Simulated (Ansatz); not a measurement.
**Gallium, alpha-Ga (Cmce): convergence with Methfessel-Paxton smearing**

Computed with Ansatz, PBE, scalar-relativistic PAW, on the relaxed cell (a = 4.622 Å, b = 7.746 Å, c = 4.546 Å; spin not included). Errors count from a run at 420 eV on a Γ-centred 11×11×9 mesh with Fermi-Dirac smearing of 0.1 eV, extrapolated to zero width. Fixed here: cutoff 420 eV, mesh 8×8×7. The SCF starts from atomic densities corrected by a trained network.

```csv
width (eV),E(σ→0) error (meV/atom),F error (meV/atom),P (GPa),SCF iterations
0.03,1.2,1.2,0.01,6
0.1,1.2,1.3,0.00,7
0.2,1.3,1.3,-0.03,7
0.3,1.3,1.4,-0.06,7
0.6,1.3,3.4,-0.17,7
1.0,5.5,11.9,-0.19,7
```

Question: What does the run at 0.01 give (width)?

Answer: E(σ→0) error (meV/atom): 1.2; F error (meV/atom): 1.2; P (GPa): 0.01; SCF iterations: 6.
